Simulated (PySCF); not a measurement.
Species: azetidine, C3H7N.
Numbering: `[CH2:1]1[CH2:2][NH:3][CH2:4]1` (hydrogens: H5, H6 on C1; H7, H8 on C2; H9 on N3; H10, H11 on C4)

A PySCF run (density fitting, gas phase, GFN2-xTB geometry) gave HOMO -4.95 eV, LUMO 0.26 eV, dipole 1.23 D.

Question: Which of these levels was it?
A. PBE0/pcSseg-1
B. HSE06/MINI
C. CAM-B3LYP/def2-SVPD
D. B97-D/def2-SVPD

Answer: D. It is B97-D/def2-SVPD. All candidates on this geometry:

```tsv
level and settings	kind	basis functions	SCF cycles	E (Eh)	HOMO (eV)	LUMO (eV)	dipole (D)
B97-D/def2-SVPD, start guess sap, fitting basis def2-qzvpp-jkfit	GGA	136	13	-172.9944	-4.95	0.26	1.23
PBE0/pcSseg-1	global hybrid	103	12	-173.0076	-6.24	1.43	1.34
CAM-B3LYP/def2-SVPD	range-separated hybrid	136	12	-173.0269	-7.79	1.51	1.33
HSE06/MINI, energy threshold 1e-11 Eh	screened hybrid, exact exchange at short range	27	9	-171.6442	-6.76	3.18	1.43
```

The nearest other candidate, by the summed differences of HOMO and LUMO, is PBE0/pcSseg-1: its HOMO differs by -1.29 eV and its LUMO by +1.17 eV. B97-D ran without the empirical dispersion term, which would shift the total energy alone. Cycle counts include a coarse-grid stage where the run had one.
